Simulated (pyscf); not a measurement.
**Routes from H₃Si–O–AsH₂ (SMILES [SiH3]O[AsH2]) + H₂ (SMILES [H][H])**

Candidate steps break at most two bonds and form at most two. Each was searched with GFN2-xTB (tblite) first. Structures and frequencies: ωB97X-D3(BJ)/def2-SVP in PySCF. Energies: ωB97M-D3(BJ)/def2-TZVP, eV, from the separated reactants, singlet surface; ΔG‡ with ideal gas, 1 atm, RRHO with modes under 100 cm⁻¹ raised to 100, one conformer, R ln 2 for chiral ones without a mode under 150 cm⁻¹.

```
products                                                               type   ΔE‡     ΔE  ΔG‡ 298 K  ΔG‡ 900 K  ν‡ (cm⁻¹)
----------------  ---------------------------------------------------------  ----  -----  ---------  ---------  ---------
AsH₃ + HO–SiH₃                                         four-centre exchange  2.17  -0.43       2.53       3.32      1417i
HO–AsH₂ + SiH₄                                         four-centre exchange  2.18  +0.77       2.57       3.35      1259i
H₃Si–O–AsH₂ + H₂  four-centre exchange (H–Si, H–H broken, H–Si, H–H formed)  2.45   0.00       2.88       3.72      1456i
H₃Si–O–AsH₂ + H₂  four-centre exchange (As–H, H–H broken, As–H, H–H formed)  3.12   0.00       3.45       4.29      2029i
```

Plain bond fissions and candidates not yet searched are not listed, and one of them may be faster. Each barrier is that of the saddle found; lower ones may exist. Elements up to Kr have no core potential and no relativistic terms here.
